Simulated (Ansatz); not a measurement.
# NH (triplet): the correlation ladder at distance N1–H2 = 1.153 Å, aug-cc-pVDZ

Aim: climb from Hartree-Fock through coupled cluster and multireference methods for NH (triplet) at one geometry and basis, and see what each rung misses.

Computed with Ansatz 0.2.0, Gaussian basis. Level: aug-cc-pVDZ, core rule «outside noble gas», up to 1 orbitals frozen.

To be run: UHF; CCSD(T) on ROHF; CCSD(T) on UHF; BCCD(T) on ROHF; CISD; CCSDT(Q) on ROHF; CCSDT(Q) on UHF; CASSCF and MRCISD+Q, 4 electrons in 4 orbitals; CASSCF and NEVPT2, 4 electrons in 4 orbitals; CASSCF and MRCISD+Q, 6 electrons in 5 orbitals; CASSCF and NEVPT4(SD), 6 electrons in 5 orbitals; CASSCF and NEVPT2, 6 electrons in 5 orbitals; Full CI.

16 further runs of the same task are left out: 1 for a known fault of the program, 12 that didn't finish, 3 set aside as unsound or not needed.

## 1. The system

The geometry derives from a PBE0/def2-TZVP stationary point (not a proven minimum). One bond is set to the value named and the two fragments are kept rigid.

2 atoms, charge 0, spin multiplicity 3.

Atoms are counted from 1 here; the program's logs count them from 0.

Bond lengths: N1–H2 1.153 Å.

Coordinates:

```xyz
2
HN
N     0.0000    0.0000    0.0000
H     0.0000    0.0000    1.1530
```

## 2. UHF

Input file in.yaml:

```yaml
crystal:
  periodic: [false, false, false]
  atoms:
    - {symbol: N, position_ang: [0.000000, 0.000000, 0.000000]}
    - {symbol: H, position_ang: [0.000000, 0.000000, 1.153000]}
basis:
  gaussian: {orbitals: aug-cc-pVDZ}
magnetization: {spin_polarized: true, initial_magnetization: 2}
hamiltonian: {xc: hf}
output: {orbitals: {seedname: orbitals}}
```

On the command line:

```sh
ansatz run in.yaml --threads 1 --pin off --events-out ev --progress --plain --max-ram 2393MiB
```

The runs that follow: CCSD(T) on ROHF; CCSD(T) on UHF; BCCD(T) on ROHF; CISD; CCSDT(Q) on ROHF; CCSDT(Q) on UHF; CASSCF and MRCISD+Q, 4 electrons in 4 orbitals; CASSCF and NEVPT2, 4 electrons in 4 orbitals; CASSCF and MRCISD+Q, 6 electrons in 5 orbitals; CASSCF and NEVPT4(SD), 6 electrons in 5 orbitals; CASSCF and NEVPT2, 6 electrons in 5 orbitals; Full CI.

Q: Predict the results of all the runs planned. Wanted: FCI below the RHF energy; RMP2 from FCI; UMP2 from FCI; RCCSD from FCI; RCCSD(T) from FCI; UCCSD(T) from FCI; RCCSDT(Q) from FCI; UCCSDT(Q) from FCI; NEVPT2 pair from FCI.

As calculated:

| quantity | value |
| --- | --- |
| FCI below the RHF energy | -3.9804 eV |
| RMP2 from FCI | +695.3 meV |
| UMP2 from FCI | +691.8 meV |
| RCCSD from FCI | +96.5 meV |
| RCCSD(T) from FCI | +18.3 meV |
| UCCSD(T) from FCI | +16.9 meV |
| RCCSDT(Q) from FCI | 0.0 meV |
| UCCSDT(Q) from FCI | -1.4 meV |
| NEVPT2 pair from FCI | +569.6 meV |
| MRCISD+Q pair from FCI | -2.5 meV |
| NEVPT2 valence from FCI | +624.6 meV |
| levels within 1 kcal/mol (43 meV) | RCCSD(T), UCCSD(T), BCCD(T), RCCSDT, UCCSDT, RCCSDT(Q), UCCSDT(Q), MRCISD+Q pair, MRCISD+Q valence |
| T1 diagnostic | 0.023 |
| effectively unpaired electrons | 2.03 |

**Reading.** RCCSD(T) lands +18.3 meV from the yardstick (0.5 % of the correlation energy). MRCISD+Q pair, MRCISD+Q valence fall below full CI: the +Q correction isn't variational, and the cores differ from full CI's. One determinant dominates. Of the multireference levels listed MRCISD+Q valence comes nearest in total energy (-2.3 meV), which doesn't show that its space is the better one. These misses are within one basis, not against nature; the frozen cores of restricted and unrestricted runs differ, which can shift their rows.
